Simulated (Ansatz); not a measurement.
Hydrogen abstraction

Start structure (CH$_{5}$O, doublet), relaxed at PBE0-D4/def2-TZVP:

H1  (-0.400, -1.228, -0.265)
O2  (0.159, -0.734, -0.869)
C3  (0.411, 0.533, -0.308)
H4  (-1.649, -1.229, 1.966)
H5  (0.942, 0.469, 0.650)
H6  (-0.507, 1.116, -0.161)
H7  (1.045, 1.074, -1.011)
(Å)

The step: CH₄O ([CH3][OH]) + H → CH₃O ([CH3][O]) + H₂; bonds formed: H1–H4; bonds broken: H1–O2. Ansatz 0.2.0; basis: def2-TZVPP and def2-QZVPP; cores frozen in the correlated methods; orbitals are unrestricted. Extrapolation: Hartree–Fock as exp(−7.88 √X), correlation as X^−2.97. Energies below are by CCSD(T) at an estimated basis limit (MP2 extrapolated from triple and quadruple zeta, plus CCSD(T) − MP2 in triple zeta).

Q: What are the electronic barrier and the energy of the step, from the start structure to the end structure? (Judge from chemistry; the value comes from the calculation.)

A: Computed: Barrier 67.4 kJ/mol; step energy 15.2 kJ/mol (uphill); reverse barrier, their difference, 52.3 kJ/mol. Barrier and step energy count from the start structure, the reverse barrier from the end structure.

The saddle point: One imaginary mode of 1374i cm⁻¹.
```
 pair  start (Å)  saddle (Å)  end (Å)
H1–H4       2.56        0.88     0.75
H1–O2       0.96        1.24     2.60
```

Zero-point energy (harmonic, PBE0-D4): ZPE is 136.1 kJ/mol at the start and 126.8 kJ/mol at the saddle, so the barrier goes from 67.4 to 58.1 kJ/mol.

No T1 diagnostic of these runs exceeds 0.023. ⟨S²⟩ of the unrestricted Hartree–Fock references: 0.75 to 0.79 (a pure state has 0.75).

Labels in which every atom is bracketed show which atoms are joined, not bond orders.

For scale, one of the runs: CCSD(T)/def2-TZVPP, 132 basis functions (an equivalent command: `ansatz run in.yaml --threads 2`). Time: 28 s of wall clock on 2 CPU threads; the host was shared. Peak host memory: 1.6 GiB.
